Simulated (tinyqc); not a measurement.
Hueckel theory of the pi electrons, for the molecule O=CC=O (SMILES; centres numbered as the heavy atoms are written), step by step. One step of it, computed by the program tinyqc.

Task: Energy, charges, bond orders. E = sum n x; q_r = z_r - P_rr; bond order p = P_rs; free valence = sqrt(3) - sum of p over the bonds of the atom.

x values: 1.925688  1.400037  0.144312  -1.330037

occupations: 2.000000  2.000000  0.000000  0.000000

charge and bond-order matrix P:
```
           1O        2C        3C         4O
1O   1.398758  0.825612  0.173615  -0.359463
2C   0.825612  0.601242  0.359463   0.173615
3C   0.173615  0.359463  0.601242   0.825612
4O  -0.359463  0.173615  0.825612   1.398758
```

Centres:

| centre | z_r, pi electrons of the neutral centre | h |
|---|---|---|
| 1O | 1 | 1.070000 |
| 2C | 1 | 0.000000 |
| 3C | 1 | 0.000000 |
| 4O | 1 | 1.070000 |

Bonds:

| i | j | k |
|---|---|---|
| 1 | 2 | 0.890000 |
| 2 | 3 | 1 |
| 3 | 4 | 0.890000 |

Give: pi energy = 4 alpha + this times beta; pi charges; Bond orders and lengths from R = 1.517 - 0.180 p; free valence of the carbons; gap between the highest filled and the next level.

Result:

pi energy = 4 alpha + this times beta = 6.6514

pi charges: 1O -0.3988, 2C 0.3988, 3C 0.3988, 4O -0.3988

Bond orders and lengths from R = 1.517 - 0.180 p (angstrom, C-C alone):

| bond | p | R |
|---|---|---|
| 1-2 | 0.8256 | - |
| 2-3 | 0.3595 | 1.4523 |
| 3-4 | 0.8256 | - |

free valence of the carbons: 2C 0.5470, 3C 0.5470

gap between the highest filled and the next level = 1.2557 |beta|
